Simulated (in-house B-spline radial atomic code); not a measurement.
RPA and G0W0 on r2SCAN0: Ne

Configuration [He] 2s2 2p6, mean-field start r2SCAN0. Computed with an all-electron radial atomic-structure program (B-spline basis): all electrons, scalar-relativistic (spin-free one-electron X2C), finite nucleus, each spin shell either full or empty, empty states to l = 9 with an (l + 1/2)⁻⁴ tail; G0W0 by contour deformation at full frequency.

Command:
```bash
python run_gw.py task.json out
```
Settings (radii: box in bohr, nucleus in fm):
```
Z                        10
electrons                10
configuration            [He] 2s2 2p6
hamiltonian              x2c
method                   r2scan0
lmax                     9
rms_radius               3.0055
spin_polarised           False
box_radius               40
intervals                74
```

Time taken, with all properties: 1.6 s on 1 thread of Arm Neoverse N1 (shared host).

Energies (hartree):

```json
{"term": "mean-field total", "value": "-129.06250"}
{"term": "Hartree-Fock functional on these orbitals", "value": "-128.68200"}
{"term": "direct second order", "value": "-0.69107"}
{"term": "second-order exchange", "value": "0.24312"}
{"term": "SOSEX correction", "value": "0.21299"}
```

Problem. What is the RPA correlation energy, and what remains with SOSEX?

Solution. RPA gives -0.57162 hartree (-1.56 eV per electron); RPA + SOSEX gives -0.35863, and the second-order doubles -0.44796 hartree (no singles). SOSEX takes back 37 % of the RPA value.

Quasi-particle levels (eV):

| level | occupied | mean field | Σx - vxc | Σc | QP weight | G0W0 |
| --- | --- | --- | --- | --- | --- | --- |
| 2p | yes | -16.454 | -6.88 | ? | ? | ? |

G0W0 = mean field + (Σx - vxc) + Σc, with Σc (partial-wave tail included) taken at the quasi-particle energy. Levels of low weight are left out.

Problem. Where does G0W0 put 2p?

Solution. At -21.187 eV, with Σc = 2.14 eV and a quasi-particle weight of 0.892. The tabulated removal energy is 21.565 eV (NIST, measured).
